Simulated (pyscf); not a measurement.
Structures and frequencies: ωB97X-D3(BJ)/def2-SVP in PySCF.

### Question
What is the homolytic dissociation enthalpy (298 K, ωB97M-D3(BJ)/def2-TZVP) of the C–F bond of `[F][C]([F])([F])[Si]([F])([F])[F]`, to F• + F–C•(F)–Si(F)(F)–F?

### Answer
C–F to F• + F–C•(F)–Si(F)(F)–F: 5.00 eV. The 7 functionals that were run give +4.85 (B3LYP-D3(BJ)) to +5.11 eV (PBE). Other isomers of F–C•(F)–Si(F)(F)–F were not searched in full and may lie lower. Left out: the spin-orbit lowering of F.
